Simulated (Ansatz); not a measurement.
Input for Ansatz (development build ahead of 0.2.0):

```yaml
crystal:
  periodic: [false, false, false]
  atoms:
    - { symbol: Si, position_ang: [0.01718, 0.01562, -1.09655] }
    - { symbol: Si, position_ang: [-0.02402, -0.04381, 1.14271] }
basis:
  gaussian: { orbitals: def2-SVP }
total_charge: 1
magnetization:
  initial_magnetization: 3
hamiltonian:
  xc: hf
correlation:
  method: mp2
  frozen_orbitals: { Si: 5 }
```

The input is written out in the form of the current development build from the run's settings. Correlation on restricted open-shell orbitals is semicanonical, with singles.

The run gave:

| Item | Value |
| --- | --- |
| Converged | yes |
| Reference energy | -577.29947 hartree |
| Correlation energy | -0.11895 hartree |
| Total energy | -577.41842 hartree |
| Spin squared of the determinant | 3.750 |
| Stability test | minimum among restricted orbitals |
| Occupied orbitals by symmetry in an Abelian subgroup (alpha; beta) | 5 Ag 4 B1u 1 B2g 2 B2u 1 B3g 2 B3u; 4 Ag 4 B1u 1 B2g 1 B2u 1 B3g 1 B3u |

Messages of the program:
```
mean field -15709.11880239 eV, -577.2994679648 hartree, gradient 1.9e-6 eV, S^2 3.750000; 2 other ends of a descent, 0 dependent functions left out
```
